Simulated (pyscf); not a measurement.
HN=Ta(NH₂)(NH₂)–NH₂ + water (H₂O) → H₂N–Ta(NH₂)(NH₂)(NH₂)–OH, an addition across a multiple bond or ene-type step (singlet surface; H–O broken, H–N, O–Ta formed). Optimised with ωB97X-D3(BJ)/def2-SVP in PySCF. Energies in kJ/mol from the separated reactants.

Small-basis levels: PySCF, no dispersion term, spherical d functions. 

Task: Quick SVWN5/6-31G*+LANL2DZ single points give ΔE‡ = -72.9 kJ/mol and ΔE = -177.5 kJ/mol. What does ωB97M-D3(BJ)/def2-TZVP give, and how far is the quick result from it?

Result: ωB97M-D3(BJ)/def2-TZVP gives ΔE‡ = 12.6 kJ/mol and ΔE = -139.2 kJ/mol. SVWN5/6-31G*+LANL2DZ lies 85.6 kJ/mol under it in the barrier and 38.3 kJ/mol under it in the reaction energy, so on this step it does not hold to within 12.6 kJ/mol. At SVWN5/6-31G*+LANL2DZ this geometry lies under one side, so its ΔE‡ may be no barrier of that level. ωB97M-D3(BJ)/def2-TZVP has limits of its own. On the reactant side the descent ends in an adduct with a O–Ta contact, 45.0 kJ/mol under the separated species and 50.3 kJ/mol under the saddle at ωB97X-D3(BJ)/def2-TZVP. What is counted as formed (O–Ta) is already present as a longer contact in the reactant adduct; forming that adduct is a step of its own. This is the saddle that the search found; another between the same sides may lie lower. In the def2 sets elements past Kr carry core potentials, without spin-orbit coupling.
